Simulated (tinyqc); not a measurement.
Inside a calculation. Method: Pariser-Parr-Pople SCF with singles CI, for the molecule c1ccccc1 (SMILES; centres numbered as the heavy atoms are written). One step of it, computed by the program tinyqc.

Task: Singles CI, singlets. Over the 4 single excitations with the smallest orbital gaps: A = (e_a - e_i) delta + 2 (ia|jb) - (ij|ab), with (pq|rs) = sum c_mp c_mq gamma_mn c_nr c_ns. f = 2/3 w |mu|^2 in atomic units, mu = sqrt2 sum c_ia sum_m c_mi c_ma R_m.

orbital energies (eV): -14.633204  -11.281615  -11.281166  0.091166  0.091615  3.443204

coefficients:
```
         MO1        MO2        MO3        MO4        MO5        MO6
1C  0.408264   0.577339   0.000000   0.000000   0.577339   0.408264
2C  0.408240   0.288687   0.500000   0.500000  -0.288687  -0.408240
3C  0.408240  -0.288687   0.500000  -0.500000  -0.288687   0.408240
4C  0.408264  -0.577339   0.000000   0.000000   0.577339  -0.408264
5C  0.408240  -0.288687  -0.500000   0.500000  -0.288687   0.408240
6C  0.408240   0.288687  -0.500000  -0.500000  -0.288687  -0.408240
```

repulsion gamma_rs (eV):
```
           1C         2C         3C         4C         5C         6C
1C  11.130000   7.554960   5.239602   4.668463   5.239602   7.554960
2C   7.554960  11.130000   7.553862   5.239602   4.669500   5.240702
3C   5.239602   7.553862  11.130000   7.554960   5.240702   4.669500
4C   4.668463   5.239602   7.554960  11.130000   7.554960   5.239602
5C   5.239602   4.669500   5.240702   7.554960  11.130000   7.553862
6C   7.554960   5.240702   4.669500   5.239602   7.553862  11.130000
```

Centres (angstrom, eV; a flat drawing with bonds scaled to 1.40 angstrom):
```
centre          x          y  core charge z          W   gamma_rr
1C       1.400000   0.000000              1  11.160000  11.130000
2C       0.700000   1.212000              1  11.160000  11.130000
3C      -0.700000   1.212000              1  11.160000  11.130000
4C      -1.400000   0.000000              1  11.160000  11.130000
5C      -0.700000  -1.212000              1  11.160000  11.130000
6C       0.700000  -1.212000              1  11.160000  11.130000
```

Give: singlet CI matrix; singlet excitation energies; oscillator strengths.

Result:

singlet CI matrix (eV):
```
        3>4      3>5      2>4     2>5
3>4  6.2975   0.0000   0.0000  1.1027
3>5  0.0000   6.1875  -1.2120  0.0000
2>4  0.0000  -1.2120   6.1875  0.0000
2>5  1.1027   0.0000   0.0000  6.2979
```

singlet excitation energies (eV): 4.9755  5.1950  7.3994  7.4004

oscillator strengths: 0.0000  0.0000  1.2680  1.2689
